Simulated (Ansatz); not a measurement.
# Relative stability

Two relaxed structures of SiH$_{3}$SO (charge -1), closed shell (PBE0-D4/def2-TZVPD; forces vanish, vibrations not checked).

A:

```
6
angstrom
O -0.3506 -1.2997 -0.0289
Si 0.2548 0.2699 0.1470
S -0.7989 1.6408 -0.9287
H -1.1032 -1.2327 -0.6240
H 1.7167 0.1375 -0.2066
H 0.2812 0.4841 1.6414
```

B:

O1  (-0.473, -1.219, 0.196)
Si2  (0.227, 0.485, 0.079)
S3  (0.161, -2.804, 0.803)
H4  (-0.950, -1.422, -0.610)
H5  (1.692, 0.100, -0.121)
H6  (0.365, 0.683, 1.585)
(Å)

Computed with Ansatz 0.2.0 (basis: def2-TZVPPD); correlated methods freeze the cores. B3LYP uses VWN-RPA correlation.

(1) Which structure is lower at CCSD(T), and by how much? (An estimate is asked for; the value comes from the calculation.)

The T1 diagnostic stays at or below 0.016.

## Answers

(1) By the calculation: A, by 102.70 kcal/mol (electronic energy, against the other). By their contacts, A is SiH₃SO ([OH][SiH2][S]), total charge -1 and B is SiH₃SO ([SiH2][OH][S]), total charge -1.

All methods give the same order:

```
   method  E(B) − E(A) (kcal/mol)
   PBE-D4                   99.31
r2SCAN-D4                  106.89
  PBE0-D4                  103.91
 B3LYP-D4                   99.64
  wB97M-V                  101.26
       HF                  105.16
      MP2                  110.29
     CCSD                  102.80
  CCSD(T)                  102.70
```

Labels in which every atom is bracketed show which atoms are joined, not bond orders.

For scale, one of the runs: CCSD(T)/def2-TZVPPD, 190 basis functions, launched by `ansatz run in.yaml --threads 2 --pin off --events-out ev --progress --plain --max-ram 4352MiB`. Hardware: 2 CPU threads of an Arm Neoverse V2, shared host. Wall time 32 s; peak host memory 1.9 GiB.
